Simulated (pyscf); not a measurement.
Structures and frequencies: ωB97X-D3(BJ)/def2-SVP in PySCF.

### Question
How much does it cost (ΔH, 298 K, ωB97M-D3(BJ)/def2-TZVP) to split F–Ti(Cl)(Cl)–Cl at its F–Ti bond into F• + [Cl–Ti(Cl)–Cl]•?

### Answer
F–Ti to F• + [Cl–Ti(Cl)–Cl]•: 118.5 kcal/mol. The 7 functionals that were run give +112.1 (M06-2X) to +137.7 kcal/mol (PBE). The radicals are drawn with the spin at the cut bond; how far it spreads was not checked. Left out: the spin-orbit lowering of F. Open-shell species with a d-block atom are single-reference here; other states, and whether the spin sits on metal or ligand, were not checked.
